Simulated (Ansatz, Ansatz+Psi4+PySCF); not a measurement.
```xyz
2

B     0.0000    0.0000   -1.3120
Al    0.0000    0.0000    1.3120
```

Basis set: cc-pVTZ on B; cc-pV(T+d)Z on Al (spherical functions). Frozen core: 6 orbitals. Correlation on ROHF uses semicanonical orbitals with singles. Charge 0, multiplicity 3.

Computed with Ansatz (development build ahead of 0.2.0); the reference of a correlated method needn't be the lowest determinant of its kind.

Question: Give the atomization energy at this shape (free ground-state atoms in the same class of orbitals less the molecule, no zero-point energy) of triplet AlB by UHF-BCCD(T), ROHF-CCSD(T).

Answer:

| method | atomization energy |
| --- | --- |
| UHF-BCCD(T) | 33.27 kcal/mol |
| ROHF-CCSD(T) | 33.18 kcal/mol |

Caution: the reference determinant was not shown to be the lowest; the shape is not the minimum.
